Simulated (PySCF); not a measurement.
# Core binding energy against partial charge

Thiazole, C₃H₃NS.
Bonds: C1–C2 (aromatic), C2–S3 (aromatic), S3–C4 (aromatic), C4–N5 (aromatic), C1–N5 (aromatic). Hydrogens: H6 on C1; H7 on C2; H8 on C4.

Binding energies: PySCF, delta-SCF UKS SCAN, pcX-2 on the ionised atom, pcseg-1 elsewhere, spin-free X2C. Charges: PBE0/pcSseg-1 ground-state density, for the ionised atom.

```json
{"atom": "C2", "environment": "aromatic CH next to a ring sulfur", "C 1s (eV)": "291.17", "Mulliken (e)": "-0.352", "IAO (e)": "-0.346", "Hirshfeld (e)": "-0.089", "ESP (e)": "-0.306"}
{"atom": "C1", "environment": "aromatic CH next to a ring nitrogen", "C 1s (eV)": "291.38", "Mulliken (e)": "+0.131", "IAO (e)": "-0.065", "Hirshfeld (e)": "-0.021", "ESP (e)": "+0.140"}
{"atom": "C4", "environment": "aromatic CH next to a ring nitrogen", "C 1s (eV)": "291.91", "Mulliken (e)": "-0.045", "IAO (e)": "-0.163", "Hirshfeld (e)": "-0.007", "ESP (e)": "+0.124"}
```

Task: How well does each charge scheme correlate with the binding energies over these sites?

Result: Hirshfeld: r = 0.81, slope 7.0 eV per e; ESP: r = 0.69, slope 1.0 eV per e; IAO: r = 0.43, slope 1.1 eV per e; Mulliken: r = 0.41, slope 0.6 eV per e. Hirshfeld charges have the highest r, on only 3 points.

Task: The point-charge model writes a binding energy as kq + V + constant, with V the potential of the other atoms' charges at the site. What does it give with the IAO charges?

Result: V = Σ 14.40 eV Å × q/r over all other atoms: +3.57 eV at C2, -1.58 eV at C1, +0.99 eV at C4. Fitting binding energy − V to q gives k = 18.9 eV per e and leaves an rms residual of 0.08 eV, against 0.28 eV for the fit on q alone. The model has no term for differences in relaxation between sites.

Geometry: PBE0-D3(BJ)/def2-SVP; no solvent, vibrations or thermal averaging.
